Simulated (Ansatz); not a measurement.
# AlH3+ (doublet): the correlation ladder, cc-pVTZ

One table from this session's results is given with a row withheld; the runs are named, their logs left out.

Computed with Ansatz 0.2.0, Gaussian basis. Level: cc-pVTZ, core rule «outside noble gas», up to 5 orbitals frozen.

Plan: UHF; CCSD(T) on ROHF; CCSD(T) on UHF; BCCD(T) on ROHF; CCSDT(Q) on ROHF; CCSDT(Q) on UHF; CASSCF and MRCISD+Q, 5 electrons in 7 orbitals; CASSCF and NEVPT2, 5 electrons in 7 orbitals.

18 further runs of the same task are left out: 9 for a known fault of the program, 5 that didn't finish, 4 set aside as unsound or not needed.

**The system**

The geometry is a PBE0/def2-TZVP stationary point (not a proven minimum).

4 atoms, charge 1, spin multiplicity 2.

Atoms are counted from 1 here; the program's logs count them from 0.

Bond lengths: Al1–H2 1.560 Å, Al1–H3 1.560 Å. Angles: H2–Al1–H3 167.6°.

Geometry (Å):

```xyz
4
charge 1, multiplicity 2
Al    0.0000    0.0571    0.0000
H     0.0000    0.2262   -1.5512
H     0.0000    0.2262    1.5512
H     0.0000   -1.9820    0.0000
```

The first run:

in.yaml

```yaml
crystal:
  periodic: [false, false, false]
  atoms:
    - {symbol: Al, position_ang: [0.000000, 0.057143, 0.000000]}
    - {symbol: H, position_ang: [0.000000, 0.226182, -1.551199]}
    - {symbol: H, position_ang: [0.000000, 0.226189, 1.551197]}
    - {symbol: H, position_ang: [0.000000, -1.982029, 0.000004]}
basis:
  gaussian: {orbitals: cc-pVTZ}
total_charge: 1
magnetization: {spin_polarized: true, initial_magnetization: 1}
hamiltonian: {xc: hf}
output: {orbitals: {seedname: orbitals}}
```

Run with:

```bash
ansatz run in.yaml --threads 1 --pin off --events-out ev --progress --plain --max-ram 2393MiB
```

Steps of the session up to this table: UHF; CCSD(T) on ROHF; CCSD(T) on UHF; BCCD(T) on ROHF; CCSDT(Q) on ROHF; CCSDT(Q) on UHF; CASSCF and MRCISD+Q, 5 electrons in 7 orbitals; CASSCF and NEVPT2, 5 electrons in 7 orbitals.

One of the session's tables, all rows but one given; the rest of the session is left out.

It belongs to the step «Misses and costs». 

```
          method  from UCCSDT(Q) (meV)
            ROHF               +2295.8
             UHF               +2278.5
            RMP2                +544.5
            UMP2                +538.6
           RCCSD                 +40.3
           UCCSD                 +39.9
        RCCSD(T)                 +11.3
        UCCSD(T)                 +11.1
         BCCD(T)                 +10.7
          RCCSDT                  +0.8
          UCCSDT                  +0.7
       RCCSDT(Q)                  +0.1
       UCCSDT(Q)                     0
  CASSCF valence               +1232.8
  NEVPT2 valence                     ?
  MRCISD valence                 +31.5
MRCISD+Q valence                  +0.3
```

Estimate the missing values for NEVPT2 valence.

As computed: from UCCSDT(Q) (meV): +303.1. In the column «from UCCSDT(Q) (meV)» it lies between RCCSD (+40.3) and UMP2 (+538.6).

Caveats from the session: Restricted and unrestricted rows rest on different reference determinants; where their highest levels disagree by more than a few hundredths of an eV, they describe different states and don't form one ladder.
